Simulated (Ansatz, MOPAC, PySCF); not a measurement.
Species: SiH3, charge 1, multiplicity 1. SMILES of the parent species: [SiH3]
Geometry from a B3LYP-D3(BJ)/def2-TZVP (Ansatz, a quantum-chemistry and plane-wave program) optimisation:
```xyz
4

Si     0.0000     0.0000     0.0000
H      0.0122     1.4675    -0.0088
H      1.2647    -0.7442     0.0200
H     -1.2769    -0.7232    -0.0112
```
Charge +1, spin multiplicity 1.

Unscaled harmonic wavenumbers (cm⁻¹) in rising order, each level at the stationary point that it reaches from this structure (no distance between atoms moves by over 0.3 Å); the order of modes can differ between levels, and a negative number is imaginary. B3LYP-D3(BJ)/def2-TZVP (PySCF, at the structure above): 841, 945, 945, 2272, 2352, 2352.

PM6 (MOPAC): 673, 888, 888, 2057, 2106, 2106. Zero-point energy 12.5 against 13.9 kcal/mol; where all levels lie over 400 cm⁻¹, the wavenumbers are on average 0.896 times those of B3LYP-D3(BJ)/def2-TZVP.

PM7 (MOPAC): 676, 791, 791, 2229, 2229, 2251. Zero-point energy 12.8 against 13.9 kcal/mol; where all levels lie over 400 cm⁻¹, the wavenumbers are on average 0.894 times those of B3LYP-D3(BJ)/def2-TZVP.

HF/6-31G* (Ansatz): 911, 1022, 1022, 2492, 2565, 2565. Zero-point energy 15.1 against 13.9 kcal/mol; where all levels lie over 400 cm⁻¹, the wavenumbers are on average 1.087 times those of B3LYP-D3(BJ)/def2-TZVP.

B3LYP/6-31G* (Ansatz): 836, 938, 938, 2309, 2394, 2394. Zero-point energy 14.0 against 13.9 kcal/mol; where all levels lie over 400 cm⁻¹, the wavenumbers are on average 1.005 times those of B3LYP-D3(BJ)/def2-TZVP.
